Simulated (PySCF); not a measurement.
All numbers come from PBE0/[S def2-TZVP, O def2-TZVP], no relativity, density fitting, PySCF.

Each entry is the lowest minimum that a search over a few typed start shapes (and spin states, where more than one is plausible) found, or that minimum re-optimised at the stated level; isomers with ligand–ligand bonds, or fragments after loss of a ligand pair, can lie lower. Open shells are unrestricted.

SO₂ is a singlet of C2v symmetry with S–O 1.431 Å (×2); O–S–O 118.9°. Its wavenumbers are 532, 1218, 1421 cm⁻¹.

Problem. What changes when one electron is removed, giving SO₂⁺?

Solution. It costs 12.17 eV between the minima (12.15 eV with zero-point energy). SO₂⁺ is a doublet of C2v symmetry with S–O 1.418 Å (×2); O–S–O 132.6°; wavenumbers 424, 1154, 1346 cm⁻¹.
